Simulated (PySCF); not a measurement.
**EPR parameters of C4H7O**

Species: C4H7O (doublet state).
Structure used (PBE0-D3(BJ)/def2-SVP), in Å, numbered top down from 1:
```
atom  x, y, z in Å
C1     2.430   -0.315    0.232
C2     1.485    0.113    1.057
O3     0.193    0.271    1.026
C4    -0.489   -0.012   -0.201
C5    -1.951    0.295   -0.016
H6     2.195   -0.677   -0.778
H7     3.475   -0.324    0.545
H8    -0.039    0.602   -1.001
H9    -0.323   -1.073   -0.458
H10   -2.383   -0.331    0.779
H11   -2.498    0.099   -0.949
H12   -2.095    1.350    0.257
```

The hyperfine couplings belong to this conformer and change with its torsions.

Identity: `C=[C]OCC` [radical].

Computed, not measured: UKS B3LYP, IGLO-III on C O, pcH-1 on H, non-relativistic, mean-field spin-orbit, GIAO in PySCF. Isolated species at its PBE0-D3(BJ)/def2-SVP geometry (one conformer only). No stability test was run, so a lower SCF solution isn't excluded.

- g1, g2, g3: 2.00135, 2.00207, 2.00321
- g_iso: 2.00221
- Form of g: rhombic: the two nearest values differ by 39 % of g3 − g1
- ⟨S²⟩: 0.7575 (exact 0.7500)
- α and β electrons: 20, 19
- HOMO–LUMO gap, α and β orbitals: 7.20, 4.20 eV
- Total energy: -231.84821 Eh

Hyperfine couplings atom by atom, in G; T1 to T3 are the principal values of the dipolar part (MHz turned into gauss with g_iso; 10 G = 1 mT):

| atom | isotope | a_iso | T1 | T2 | T3 | Mulliken spin population |
| --- | --- | --- | --- | --- | --- | --- |
| C1 | 13C | 21.2 | -6.9 | -0.5 | 7.4 | -0.11 |
| C2 | 13C | 170.1 | -27.4 | -20.0 | 47.4 | 0.95 |
| O3 | 17O | -56.9 | -4.3 | 1.6 | 2.6 | -0.01 |
| C4 | 13C | 17.8 | -2.8 | -2.7 | 5.5 | 0.07 |
| C5 | 13C | -0.7 | -0.3 | -0.2 | 0.5 | 0.00 |
| H6 | 1H | 50.5 | -1.9 | -0.4 | 2.3 | 0.08 |
| H7 | 1H | 20.1 | -2.6 | -2.2 | 4.8 | 0.02 |
| H8 | 1H | -1.7 | -1.8 | -0.6 | 2.3 | 0.00 |
| H9 | 1H | -1.2 | -1.8 | -0.5 | 2.3 | 0.00 |
| H10 | 1H | 0.2 | -0.6 | -0.4 | 1.0 | 0.00 |
| H11 | 1H | 2.5 | -0.4 | -0.3 | 0.7 | 0.00 |
| H12 | 1H | 0.2 | -0.6 | -0.4 | 1.0 | 0.00 |

Largest spin populations (Mulliken): C2 (+0.95), C1 (-0.11), H6 (+0.08) and C4 (+0.07). No atom but C2 exceeds +0.15.

Axes: g1 points within 14° of the C2–O3 bond and g2 points within 3° of the C1–H6 bond.

Under fast tumbling the dipolar parts average out, and these isotropic splittings remain: 1 × 1H (H6, I = 1/2, 2 lines) with 5.05 mT, 1 × 1H (H7, I = 1/2, 2 lines) with 2.01 mT, 2 × 1H (H8/H9, I = 1/2, 3 lines) with 0.14 mT and 3 × 1H (H10/H11/H12, I = 1/2, 4 lines) with 0.10 mT.

Nuclei that the bonding pattern makes equivalent are averaged, as if the motion that swaps them (rotation, inversion, ring flip) were fast. The three 1H nuclei of mean +2.7 MHz run from 0.6 to 7.0 MHz in the frozen geometry.

The 13C coupling of C2 (476.7 MHz) shows only in satellite lines or after enrichment, since that isotope makes up about 1.07 % of natural carbon.

The 17O coupling of O3 (-159.4 MHz) shows only in satellite lines or after enrichment, since that isotope makes up about 0.038 % of natural oxygen.

β density exceeds α density at some nuclei, such as C5 (-0.0018), spin density in bohr⁻³. In a single determinant that takes different orbitals for the two spins, that is spin polarisation.
